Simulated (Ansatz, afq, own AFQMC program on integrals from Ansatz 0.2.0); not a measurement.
Two steps: Ansatz 0.2.0 writes the Fock matrix and Cholesky factors of the valence space, and afq projects on them the lowest state that overlaps trial and start.

```yaml
crystal:
  periodic: [false, false, false]
  atoms:
    - {symbol: Br, position_ang: [-2.375859, 0.369878, 0.000000]}
    - {symbol: H, position_ang: [-0.608859, 0.369878, 0.000000]}
    - {symbol: Si, position_ang: [1.294141, 0.369878, 0.000000]}
    - {symbol: H, position_ang: [1.690576, -1.109635, 0.000000]}
basis:
  gaussian: {orbitals: cc-pVTZ}
magnetization: {spin_polarized: false, initial_magnetization: 1}
correlation: {method: ccsd_t, electrons: outside_noble_gas, hamiltonian_folder: ham}
```

```sh
$ ansatz run in.yaml --threads 1 --pin off --events-out ev --progress --plain --max-ram 16896MiB --backend cuda --devices 0, --max-vram 18GiB
```

Options of the walk:

```
--method phaseless --trial cisd --walkers 1500 --populations 20 --least-time 60 --time-step 0.005 --steps-per-block 50 --equilibration-blocks 28 --max-blocks 4000 --target-error 0.00021 --factor-cut 1e-05 --start spin_pure --seed 2422 --release-times 0.24,0.51,0.99,1.62,2.4 --release-step 0.03 --release-every 3 --taylor-order 6
```

Times are imaginary, in 1/Eh. The walk had a cap of 239 s. With eight or more populations the least sampling time is a fifth of least-time, and the error comes from their spread. Filled inner d shells are frozen with the cores.

Log:

```
orbitals 86  electrons 7 6  factors 568 of 637
reference energy -2862.45400127 Eh
CCSD correlation -0.31546934 Eh in 14 cycles, weight of the determinant in the CISD state 0.8347
energy of the start -2862.769470 Eh
 block  time / (1/Eh)  mean weight  energy / Eh
     1     0.250  1.0003  -2862.763336
     2     0.500  0.9999  -2862.766092
     3     0.750  0.9998  -2862.769737
     4     1.000  0.9995  -2862.771791
     5     1.250  1.0004  -2862.773942
     7     1.750  0.9998  -2862.776753
     9     2.250  1.0004  -2862.779480
    13     3.250  1.0003  -2862.781786
    21     5.250  0.9997  -2862.783266
    29     7.250  0.9999  -2862.782757
    37     9.250  0.9999  -2862.782861
    45    11.250  1.0003  -2862.783164
    53    13.250  1.0003  -2862.782294
    57    14.250  0.9999  -2862.785027
    61    15.250  0.9999  -2862.783895
    69    17.250  1.0000  -2862.781672
    73    18.250  0.9997  -2862.780694
    77    19.250  1.0001  -2862.782641
    85    21.250  1.0001  -2862.782278
    93    23.250  0.9996  -2862.781238
   101    25.250  0.9998  -2862.781624
   109    27.250  0.9996  -2862.782049
   117    29.250  1.0002  -2862.784315
   125    31.250  0.9998  -2862.781915
   133    33.250  1.0000  -2862.781832
   141    35.250  1.0001  -2862.780909
   149    37.250  1.0007  -2862.783517
   157    39.250  1.0001  -2862.784450
   165    41.250  1.0003  -2862.781629
   173    43.250  1.0001  -2862.781732
   177    44.250  1.0005  -2862.782694
error from the spread of 20 populations
released: time / (1/Eh)  energy / Eh  error  mean overlap
  0.24  -2862.782871  0.000168  1.0009
  0.51  -2862.779325  0.003898  0.9979
  0.99  -2862.783864  0.000217  0.9874
  1.62  -2862.783707  0.000231  0.9943
  2.40  -2862.784184  0.000397  0.9805
energy -2862.782753 +/- 0.000206 Eh
(rows thinned)
```

The run passed its tests (sampling time, drift between the halves within three errors, error under three times the target), which doesn't prove that it has relaxed, ending at its cap on processor time.

Against this walk (error 5.6 meV) on the same determinant: CCSD(T) 24.3 meV higher, CCSDT(Q) 29.1 meV lower. The error is statistical and leaves out the bias of the constraint. The released energies have errors that jump between times, so the bars are unsure (meV from the phaseless value at times in 1/Eh: -3 ± 5 at 0.24, 93 ± 106 at 0.51, -30 ± 6 at 0.99, -26 ± 6 at 1.62, -39 ± 11 at 2.40), so they give no level; they do show a bias of the constraint, and the last of them that isn't too noisy lies 10 meV below CCSDT(Q). CCSDT(Q) is the surest value here, so the walk's 29 meV above it is most likely the bias of the constraint with this trial, which can have either sign.

Cautions: constraint bias not in the error; no relativity below Rb; no spin-orbit coupling; inner d shell frozen; higher spins were not checked; a spin-contaminated unrestricted determinant lies lower (UHF 288 meV lower, ⟨S²⟩ 0.98).

The walk took 4 min on 1 × NVIDIA H100 80GB HBM3 with 2 threads of AMD EPYC 7R13 Processor (Zen 3), with other jobs on the host (the card was shared). The log's last line is the phaseless energy.

CCSDT and higher add their correlation energy to the determinant of the CCSD(T) run, since their own runs factorise the integrals more tightly (a shift of under 2 meV). A walk keeps the symmetry of its determinant, which the program's search chose and which needn't be the lowest solution, so a lower state of the same spin and another symmetry isn't excluded.
